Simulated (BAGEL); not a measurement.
# C2HO3 (SMILES O=[C]OC=O): UHF/STO-3G (density fitting with qzvpp-jkfit)

Aim: the vertical ionisation energy of C2HO3 at UHF/STO-3G (density fitting with qzvpp-jkfit), from 2 runs. 

The results are computed with BAGEL 1.2.2.

1 further run of the same task is left out (set aside as unsound or not needed).

**1. The system as given**

The species is C2HO3 (6 atoms), meant as a doublet with charge 0. SMILES: `O=[C]OC=O`. The shape is that of a GFN2-xTB optimisation. This is one conformer, not always the lowest.

Bond lengths: O1–C2 1.185 Å, C2–O3 1.321 Å, O3–C4 1.387 Å, C4–O5 1.178 Å, C4–H6 1.100 Å. Angles: O1–C2–O3 133.4°, C2–O3–C4 122.4°, O3–C4–O5 126.0°, O3–C4–H6 106.7°, O5–C4–H6 127.3°.

**2. A single-point energy at UHF/STO-3G (density fitting with qzvpp-jkfit)**

The input, job.json:

```json
{ "bagel" : [

{
  "title" : "molecule",
  "basis" : "sto-3g",
  "df_basis" : "qzvpp-jkfit",
  "angstrom" : "true",
  "geometry" : [
    { "atom" : "O", "xyz" : [       0.820430,      -1.818720,      -0.405050 ] },
    { "atom" : "C", "xyz" : [      -0.259330,      -1.470240,      -0.061550 ] },
    { "atom" : "O", "xyz" : [      -0.791820,      -0.290840,       0.201810 ] },
    { "atom" : "C", "xyz" : [      -0.070690,       0.889600,       0.103030 ] },
    { "atom" : "O", "xyz" : [       1.060070,       0.986830,      -0.213300 ] },
    { "atom" : "H", "xyz" : [      -0.758670,       1.703360,       0.375060 ] }
  ]
},

{
  "title" : "uhf",
  "nopen" : 1
},

{
  "title" : "print",
  "file" : "orbitals.molden",
  "orbitals" : "true"
}

]}
```

The run is started by

```
$ BAGEL_NUM_THREADS=1 BAGEL job.json > job.out
```

What it wrote:

```text
* using 1 threads per process

  ===============================================================
  ===============================================================

  *** Geometry ***

  { "atom" : "O", "xyz" : [      1.550388,     -3.436883,     -0.765434 ] },
  { "atom" : "C", "xyz" : [     -0.490063,     -2.778351,     -0.116313 ] },
  { "atom" : "O", "xyz" : [     -1.496323,     -0.549608,      0.381366 ] },
  { "atom" : "C", "xyz" : [     -0.133585,      1.681100,      0.194698 ] },
  { "atom" : "O", "xyz" : [      2.003242,      1.864838,     -0.403079 ] },
  { "atom" : "H", "xyz" : [     -1.433679,      3.218884,      0.708761 ] },

  Number of auxiliary basis functions:      399

  Since a DF basis is specified, we compute 2- and 3-index integrals:
    o Being stored without compression. Storage requirement is 0.002 GB

  Number of basis functions:       26
  Number of electrons      :       37

    * METHOD: MOLECULE                             0.10

  *** Open-shell HF ***

  === Nuclear Repulsion ===
   157.0696713781

      * DIIS with orbital gradients will be used.

  === UHF iteration (sto-3g) ===
      0       -296.59021905          0.06861518           0.02
      1       -296.69246510          0.05731773           0.02
      2       -296.75230474          0.04041560           0.02
      3       -296.82237023          0.00261654           0.02
      4       -296.82337579          0.00143780           0.02
      5       -296.82376349          0.00043350           0.02
      6       -296.82384436          0.00023617           0.02
      7       -296.82387965          0.00017413           0.02
      8       -296.82393484          0.00016412           0.02
      9       -296.82399375          0.00014957           0.02
[... 34 lines of this table left out ...]
     44       -296.82422095          0.00000003           0.02
     45       -296.82422095          0.00000002           0.02
     46       -296.82422095          0.00000001           0.02
     47       -296.82422095          0.00000001           0.02
    * SCF iteration converged.

    * S^2 (UHF) is 0.7971

    * Permanent dipole moment:
           (    0.635226,    -0.520405,    -0.230769) a.u.

    * METHOD: UHF                                  0.91

    * METHOD: PRINT                                0.00

  ===============================================================
```

Run time: 1.2 s. Hardware: 1 thread of AMD EPYC 7B13 (Zen 3), shared host; peak memory 0.078 GiB.

**3. The singlet cation, same level**

The input, calc.json:

```json
{ "bagel" : [

{
  "title" : "molecule",
  "basis" : "sto-3g",
  "df_basis" : "qzvpp-jkfit",
  "angstrom" : true,
  "geometry" : [
    { "atom" : "O", "xyz" : [       0.820430,      -1.818720,      -0.405050 ] },
    { "atom" : "C", "xyz" : [      -0.259330,      -1.470240,      -0.061550 ] },
    { "atom" : "O", "xyz" : [      -0.791820,      -0.290840,       0.201810 ] },
    { "atom" : "C", "xyz" : [      -0.070690,       0.889600,       0.103030 ] },
    { "atom" : "O", "xyz" : [       1.060070,       0.986830,      -0.213300 ] },
    { "atom" : "H", "xyz" : [      -0.758670,       1.703360,       0.375060 ] }
  ]
},

{ "title" : "hf", "charge" : 1 },

{ "title" : "print", "file" : "orbitals.molden", "orbitals" : true }

]}
```

The run is started by

```
$ BAGEL_NUM_THREADS=1 BAGEL calc.json > calc.out
```

What it wrote:

```text
* using 1 threads per process

  ===============================================================
  ===============================================================

  *** Geometry ***

  { "atom" : "O", "xyz" : [      1.550388,     -3.436883,     -0.765434 ] },
  { "atom" : "C", "xyz" : [     -0.490063,     -2.778351,     -0.116313 ] },
  { "atom" : "O", "xyz" : [     -1.496323,     -0.549608,      0.381366 ] },
  { "atom" : "C", "xyz" : [     -0.133585,      1.681100,      0.194698 ] },
  { "atom" : "O", "xyz" : [      2.003242,      1.864838,     -0.403079 ] },
  { "atom" : "H", "xyz" : [     -1.433679,      3.218884,      0.708761 ] },

  Number of auxiliary basis functions:      399

  Since a DF basis is specified, we compute 2- and 3-index integrals:
    o Being stored without compression. Storage requirement is 0.002 GB

  Number of basis functions:       26
  Number of electrons      :       37

    * METHOD: MOLECULE                             0.10

  *** RHF ***

  === Nuclear Repulsion ===
   157.0696713781

      * DIIS with orbital gradients will be used.

  === RHF iteration (sto-3g) ===
      0       -296.24121919          0.04198773           0.01
      1       -296.22663730          0.05030563           0.01
      2       -296.54745872          0.00381113           0.01
      3       -296.55146027          0.00184533           0.01
      4       -296.55310433          0.00091248           0.01
      5       -296.55363169          0.00052293           0.01
      6       -296.55376328          0.00024455           0.01
      7       -296.55381125          0.00013749           0.01
      8       -296.55382189          0.00007888           0.01
      9       -296.55382551          0.00003258           0.01
     10       -296.55382623          0.00001475           0.01
     11       -296.55382634          0.00000792           0.01
     12       -296.55382636          0.00000298           0.01
     13       -296.55382636          0.00000162           0.01
     14       -296.55382636          0.00000087           0.01
     15       -296.55382636          0.00000030           0.01
     16       -296.55382636          0.00000014           0.01
     17       -296.55382636          0.00000009           0.01
     18       -296.55382636          0.00000006           0.01
     19       -296.55382636          0.00000003           0.01
     20       -296.55382636          0.00000002           0.01
     21       -296.55382636          0.00000001           0.01
    * SCF iteration converged.

    * Permanent dipole moment:
           (    0.937122,     0.632782,    -0.210291) a.u.

    * METHOD: HF                                   0.26

    * METHOD: PRINT                                0.00

  ===============================================================
```

Wall time 0.59 s (1 thread of AMD EPYC 7B13 (Zen 3), shared host); peak memory 0.078 GiB.

**4. Summary of results**

Level: UHF/STO-3G (density fitting with qzvpp-jkfit).

```
                                          quantity          value
                       doublet C2HO3: total energy  -296.82422 Eh
                      doublet C2HO3: dipole moment         2.17 D
                               doublet C2HO3: ⟨S²⟩          0.797
                      singlet cation: total energy  -296.55383 Eh
                       singlet cation: HOMO energy      -18.37 eV
                       singlet cation: LUMO energy       -6.32 eV
                     singlet cation: HOMO–LUMO gap       12.05 eV
vertical ionisation energy (to the singlet cation)       7.358 eV
```

What this shows: The vertical ionisation energy comes to 7.36 eV (170 kcal/mol). Only the singlet of the ionised species was computed; a triplet could lie lower. In a minimal basis such a difference can be off by several eV, whatever the method.
